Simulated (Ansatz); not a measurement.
hcp Hf

All values below come from HSE06 (Ansatz, a program for electronic structure, PAW).

Numerical settings: plane-wave cutoff 500 eV, 8×6×1 k mesh (along the axes of the cell as run), Fermi–Dirac smearing 0.1 eV, scalar-relativistic PAW data made under PBE.

Cell: relaxed with r²SCAN.

| Quantity | Value |
|---|---|
| surface energy of the (10-10) face | 2.14 J/m² |
| work function of the (10-10) face | 3.86 eV |

Note: exact exchange on metals is sensitive to the k mesh and can open a false gap.

The slab of 8 atoms is relaxed and unreconstructed.

Spin–orbit coupling is not included.

Computed values are for the static lattice.

The result took about 50 core-minutes (a rough figure).
